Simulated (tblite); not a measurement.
Isomers of C5H9S (doublet state). Method: GFN2-xTB as coded in tblite; computed harmonic values from a numerical Hessian at the method's own geometry, unscaled. This tight-binding method is rough: wavenumbers can miss measured ones by several per cent, in bad cases by 10 to 20. Modes of hydrogen on sulfur can be 10 to 20 % off. One conformer each. Open shells enter through the occupations alone, without spin polarisation, and single modes of such species can be off by tens of per cent.

Electronic energies: GFN2-xTB at the same geometries; isomer energies are rough at this level and their order can be wrong.

```csv
SMILES,"electronic energy, lowest = 0 (kJ/mol)"
C=C[CH]CCS,49.5
C[C]1CC(S)C1,51.9
C=CCCC[S],0.0
```

Q: How do GFN2-xTB zero-point energies change the relative energies?

A: 
| SMILES | ZPE (kJ/mol) | of it from modes above 1550 cm⁻¹ | electronic (kJ/mol) | with ZPE, lowest = 0 (kJ/mol) | lowest mode (cm⁻¹) | rings |
| --- | --- | --- | --- | --- | --- | --- |
| C=CCCC[S] | 328.1 | 172.1 | 0.0 | 0.0 | 59 | 0 |
| C=C[CH]CCS | 314.6 | 159.9 | 49.5 | 36.0 | 29 | 0 |
| C[C]1CC(S)C1 | 315.5 | 154.8 | 51.9 | 39.4 | 36 | 1 |

The zero-point energies span 13.5 kJ/mol, from `C=C[CH]CCS` to `C=CCCC[S]`. The order is unchanged.

Q: What do entropy and thermal enthalpy add at 298.15 K and 1 bar (rigid rotor, harmonic oscillator, one conformer each)?

A: 
| SMILES | point group | symmetry number | S (J/(mol K)) | H − H(0) (kJ/mol) | ZPE + H − H(0) − TS (kJ/mol) |
| --- | --- | --- | --- | --- | --- |
| C=CCCC[S] | C1 | 1 | 369.9 | 22.22 | 240.0 |
| C=C[CH]CCS | C1 | 1 | 379.8 | 23.63 | 225.0 |
| C[C]1CC(S)C1 | C1 | 1 | 376.1 | 23.21 | 226.6 |

S holds R ln(2S + 1) for the spin.
